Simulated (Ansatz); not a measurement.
```yaml
crystal:
  periodic: [false, false, false]
  atoms:
    - {symbol: W, position_ang: [0.001345, 0.029903, -0.050528]}
    - {symbol: O, position_ang: [-0.019192, 1.653978, 0.281954]}
    - {symbol: F, position_ang: [0.003148, -1.682252, 0.251496]}
basis:
  gaussian: {orbitals: def2-TZVP}
magnetization: {spin_polarized: true, initial_magnetization: 1}
hamiltonian: {xc: pbe0}
relax: {f_tol: 0.004, max_steps: 80}
```

```sh
$ ansatz run in.yaml --threads 1 --pin off --events-out ev --progress --plain --max-ram 2176MiB
```

Steps of the relaxation (energy above the last step; positions in Å, forces in eV/Å):

```
3
step 1, 661.3 meV
W     0.001    0.030   -0.051    0.070    3.241   -2.972
O    -0.019    1.654    0.282   -0.061    3.475    1.264
F     0.003   -1.682    0.251   -0.009   -6.717    1.709
```

```
3
step 2, 86.5 meV
W     0.003    0.056   -0.121    0.000    1.507   -0.324
O    -0.021    1.711    0.316    0.007   -0.948   -0.015
F     0.003   -1.766    0.288   -0.007   -0.559    0.339
```

```
3
step 3, 43.7 meV
W     0.005    0.068   -0.175   -0.003    0.564   -0.028
O    -0.021    1.691    0.343    0.007   -0.759   -0.072
F     0.002   -1.757    0.314   -0.004    0.194    0.100
```

```
3
step 6, 0.3 meV
W     0.008    0.073   -0.290    0.004   -0.084   -0.104
O    -0.023    1.604    0.403   -0.003    0.123    0.074
F     0.000   -1.676    0.370   -0.001   -0.039    0.031
```

```
3
step 8, 0.0 meV
W     0.009    0.073   -0.296    0.000    0.000    0.000
O    -0.023    1.602    0.406    0.000    0.000    0.000
F    -0.001   -1.673    0.373    0.000    0.000    0.000
```

Close pairs at the end: W1–O2 1.683 Å, W1–F3 1.870 Å.

A stationary point of unrestricted PBE0 after 8 steps, with ⟨S²⟩ = 1.608 against 0.75 for a pure state; no frequencies were run, so it isn't proven a minimum. 1.7 min on 1 thread of Arm Neoverse V1, shared host.
